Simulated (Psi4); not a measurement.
# SiH3Cl (SiClH3) at CCSD(T)/6-311+G(d,p) (ints tolerance 1e-12, sweep point 6)

Aim: the vertical singlet–triplet gap of SiH3Cl (SiClH3) at CCSD(T)/6-311+G** (ints tolerance 1e-12, sweep point 6), from 2 runs. 

The results are computed with Psi4 1.11.

4 further runs of the same task are left out: 2 that didn't finish, 2 set aside as unsound or not needed.

### Step 1. Starting point

SiH3Cl has 5 atoms, charge 0, and is taken as a singlet. SMILES: `[H][Si]([H])([H])Cl`. The coordinates come from a GFN2-xTB relaxation.

Bond lengths: Si1–Cl2 2.010 Å, Si1–H3 1.458 Å, Si1–H4 1.458 Å, Si1–H5 1.458 Å. Angles: Cl2–Si1–H3 108.3°, Cl2–Si1–H4 108.2°, Cl2–Si1–H5 108.0°, H3–Si1–H4 110.8°, H3–Si1–H5 110.8°, H4–Si1–H5 110.7°.

### Step 2. The energy at CCSD(T)/6-311+G(d,p) (ints tolerance 1e-12, sweep point 6)

Contents of run.py:

```python
import psi4

psi4.set_memory('1600 MB')
psi4.set_num_threads(1)
psi4.core.set_output_file('clh3si.out', False)

geom = psi4.geometry("""
0 1
Si     0.000290     0.001940    -0.129410
Cl     0.010690    -0.020840     1.880630
H      1.382330     0.011210    -0.594910
H     -0.700750     1.203700    -0.566480
H     -0.692550    -1.196020    -0.589840
symmetry c1
""")

psi4.set_options({
    'puream': True,
    'scf_type': 'direct',
    'num_frozen_docc': 10,
    'ints_tolerance': 1e-12,
    'maxiter': 60,
})

e, wfn = psi4.energy('ccsd(t)/6-311+G**', return_wfn=True)
print('E =', round(e, 9))
```

The run is started by

```console
$ python run.py
```

clh3si.out:

```text
[...]
  Running in c1 symmetry.
[...]
  Nuclear repulsion =   88.098848297496644
[...]
  Multiplicity = 1
[...]
  Nalpha       = 17
  Nbeta        = 17
[...]
    Number of basis functions: 78
[...]
   @DF-RHF iter   1:  -750.20816087668641   -3.13371e-01   2.73231e-03 ADIIS/DIIS
[...]
   @RHF iter  16:  -750.23377075496808   -4.54747e-13   2.47375e-09 DIIS
[...]
    Orbital Energies [Eh]
    ---------------------
    Doubly Occupied:
       1A   -104.828039     2A    -68.819857     3A    -10.556951
       4A     -8.025089     5A     -8.022538     6A     -8.022537
       7A     -6.165958     8A     -4.273778     9A     -4.272190
      10A     -4.272189    11A     -1.108745    12A     -0.738948
      13A     -0.538164    14A     -0.538122    15A     -0.536400
      16A     -0.453269    17A     -0.453090
[...]
  @RHF Final Energy:  -750.23377075496808
   => Energetics <=
    Nuclear Repulsion Energy =             88.0988482974966445
    One-Electron Energy =               -1213.4135083217979627
    Two-Electron Energy =                 375.0808892693331700
    Total Energy =                       -750.2337707549680772
[...]
 Multipole Moments:
 ------------------------------------------------------------------------------------
     Multipole            Electronic (a.u.)      Nuclear  (a.u.)        Total (a.u.)
 ------------------------------------------------------------------------------------
 L = 1.  Multiply by 2.5417464519 to convert [e a0] to [Debye]
 Dipole X            :          0.0297465           -0.0308509           -0.0011044
 Dipole Y            :         -0.0468537            0.0558927            0.0090390
 Dipole Z            :          4.4329079           -5.1222881           -0.6893802
 Magnitude           :                                                    0.6894403
[...]
      * MP2 total energy                      = -750.476924020734941
[...]
      * CCSD total energy                     = -750.510808366177798
[...]
      * CCSD(T) total energy                  = -750.516855920664398
```

Standard output:

```text
E = -750.516855921
```

It took 10 s on 1 thread of Intel Xeon Platinum 8488C (Sapphire Rapids), shared host; peak memory 0.44 GiB.

### Step 3. The triplet

Contents of run.py:

```python
import psi4

psi4.set_memory('1600 MB')
psi4.set_num_threads(1)
psi4.core.set_output_file('run.log', False)

m = psi4.geometry("""
0 3
Si     0.000290     0.001940    -0.129410
Cl     0.010690    -0.020840     1.880630
H      1.382330     0.011210    -0.594910
H     -0.700750     1.203700    -0.566480
H     -0.692550    -1.196020    -0.589840
units angstrom
symmetry c1
""")

psi4.set_options({
    'basis': '6-311+G**',
    'reference': 'uhf',
    'puream': True,
    'scf_type': 'direct',
    'num_frozen_docc': 10,
    'ints_tolerance': 1e-12,
    'maxiter': 150,
})

energy_value = psi4.energy("ccsd(t)", molecule=m)
print('E =', round(energy_value, 9))
```

The run is started by

```console
$ python run.py
```

run.log:

```text
[...]
  Running in c1 symmetry.
[...]
  Nuclear repulsion =   88.098848297496644
[...]
  Multiplicity = 3
[...]
  Nalpha       = 18
  Nbeta        = 16
[...]
    Number of basis functions: 78
[...]
   @DF-UHF iter   1:  -749.90250670788862   -7.71681e-03   2.68483e-03 ADIIS/DIIS
[...]
   @UHF iter  57:  -749.94937790618610   -2.19416e-11   7.77385e-09 DIIS
[...]
   @S^2 Observed:                2.010129253E+00
[...]
    Orbital Energies [Eh]
    ---------------------
    Alpha Occupied:
       1A   -105.004599     2A    -68.816807     3A    -10.733965
       4A     -8.216769     5A     -8.194993     6A     -8.191730
       7A     -6.167043     8A     -4.278412     9A     -4.271960
      10A     -4.271686    11A     -1.294225    12A     -0.794217
      13A     -0.702561    14A     -0.637633    15A     -0.635212
      16A     -0.518129    17A     -0.499227    18A     -0.128278
    Alpha Virtual:
      19A      0.050464    20A      0.064797    21A      0.069293
      22A      0.086913    23A      0.116103    24A      0.116916
      25A      0.121483    26A      0.138491    27A      0.143503
[...]
  @UHF Final Energy:  -749.94937790618610
   => Energetics <=
    Nuclear Repulsion Energy =             88.0988482974966445
    One-Electron Energy =               -1210.5562886380912460
    Two-Electron Energy =                 372.5080624344085436
    Total Energy =                       -749.9493779061859868
  UHF NO Occupations:
  HONO-2 :   16  A 1.9970808
  HONO-1 :   17  A 1.0000000
[...]
 Multipole Moments:
 ------------------------------------------------------------------------------------
     Multipole            Electronic (a.u.)      Nuclear  (a.u.)        Total (a.u.)
 ------------------------------------------------------------------------------------
 L = 1.  Multiply by 2.5417464519 to convert [e a0] to [Debye]
 Dipole X            :         -0.0148473           -0.0308509           -0.0456982
 Dipole Y            :         -0.0994421            0.0558927           -0.0435494
 Dipole Z            :          5.8227111           -5.1222881            0.7004231
 Magnitude           :                                                    0.7032619
[...]
      * MP2 total energy                      = -750.187464197999589
[...]
      * CCSD total energy                     = -750.230223120813889
[...]
      * CCSD(T) total energy                     = -750.238697526646320
```

Standard output:

```text
E = -750.238697527
```

Wall time 35 s (1 thread of Intel Xeon Platinum 8488C (Sapphire Rapids), shared host); peak memory 0.45 GiB.

### Step 4. Results

Level: CCSD(T)/6-311+G** (ints tolerance 1e-12, sweep point 6), 10 core orbitals frozen.

| quantity | value |
| --- | --- |
| singlet: total energy | -750.51686 Eh |
| singlet: HOMO energy (Hartree–Fock orbitals) | -12.33 eV |
| singlet: LUMO energy (Hartree–Fock orbitals) | 1.58 eV |
| singlet: HOMO–LUMO gap (Hartree–Fock orbitals) | 13.91 eV |
| singlet: correlation energy (10 core orbitals frozen) | -283.1 mEh |
| singlet: (T) correction | -6.05 mEh |
| singlet: T1 diagnostic | 0.008 |
| triplet: total energy | -750.23870 Eh |
| triplet: HOMO energy (Hartree–Fock orbitals) (highest over α and β) | -3.49 eV |
| triplet: correlation energy (10 core orbitals frozen) | -289.3 mEh |
| triplet: (T) correction | -8.47 mEh |
| triplet: ⟨S²⟩ of the reference determinant | 2.010 |
| triplet: T1 diagnostic | 0.072 |
| vertical energy of the triplet above the singlet | 7.569 eV |

**Reading.** At this shape the triplet lies 7.57 eV (175 kcal/mol) above the singlet. The triples (singlet) make up 2.1 % of the correlation energy. The T1 diagnostic (triplet) of 0.072 is above the customary mark for such species, so a single reference may not serve. The triples (triplet) make up 2.9 % of the correlation energy.
